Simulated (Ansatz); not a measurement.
The input, for Ansatz 0.2.0:

```yaml
crystal:
  periodic: [false, false, false]
  atoms:
    - {symbol: Li, position_ang: [0.000000, -0.041685, 1.224412]}
    - {symbol: Be, position_ang: [0.000000, -0.064897, -0.930364]}
    - {symbol: H, position_ang: [0.000000, 0.867311, -0.113139]}
basis:
  gaussian: {orbitals: cc-pVTZ}
magnetization: {spin_polarized: false, initial_magnetization: 2}
correlation: {method: fci, electrons: outside_noble_gas}
```

```sh
$ ansatz run in.yaml --threads 1 --pin off --events-out ev --progress --plain --max-ram 2393MiB
```

The program prints:

```
845 factors; integrals over basis functions are off by at most 1.9e-7 eV
mean field evaluation 1: about -612.8549 eV, gradient 7.4e0 eV
mean field evaluation 2: about -612.8558 eV, gradient 7.4e0 eV
mean field evaluation 4: about -614.2587 eV, gradient 1.3e0 eV
mean field evaluation 8: about -614.3813 eV, gradient 4.4e-1 eV
mean field evaluation 16: about -614.3886 eV, gradient 1.9e-6 eV
mean field evaluation 32: about -614.0535 eV, gradient 5.7e-4 eV
mean field evaluation 64: about -614.0509 eV, gradient 8.3e-1 eV
mean field -614.38861821 eV, -22.5783652718 hartree, gradient 1.9e-6 eV, S^2 2.000000; 10 other end points of the search recorded, 0 dependent functions left out
mean field evaluation 96: about -614.3998 eV, gradient 6.6e-4 eV
mean field evaluation 128: about -614.0459 eV, gradient 1.2e0 eV
determinant -614.38861821 eV, -22.5783652718 hartree, with singles and doubles -615.88975967 eV, -22.6335312028 hartree
determinant -614.05353938 eV, -22.5660513518 hartree, with singles and doubles -615.63873410 eV, -22.6243061831 hartree
determinant -614.38861821 eV, -22.5783652718 hartree, with singles and doubles -615.85668026 eV, -22.6323155570 hartree
determinant -614.05353938 eV, -22.5660513518 hartree, with singles and doubles -615.60284920 eV, -22.6229874374 hartree
2 core orbitals not correlated: weight in the atoms' cores, before any rotation towards them, 1.000 or more for the frozen orbitals, at most 0.000 for the correlated occupied ones
reference -614.38861821 eV, -22.5783652718 hartree; 3, 1 occupied and 69, 71 virtual orbitals, 845 factors
state -615.89523159 eV, -22.6337322922 hartree
Total energy: -615.89523159 eV, -22.6337322922 hartree
```

Natural occupations: 1.9488 0.9857 0.9830 0.0146 0.0138 0.0120 0.0118 0.0075 0.0055 0.0044 0.0042 0.0029 0.0012 0.0007 0.0006 0.0005 0.0004 0.0004 0.0003 0.0003 0.0002 0.0002 0.0001 0.0001.

Ran on 1 thread of Arm Neoverse V2, shared host: 47 s wall, 0.53 GiB peak host memory.
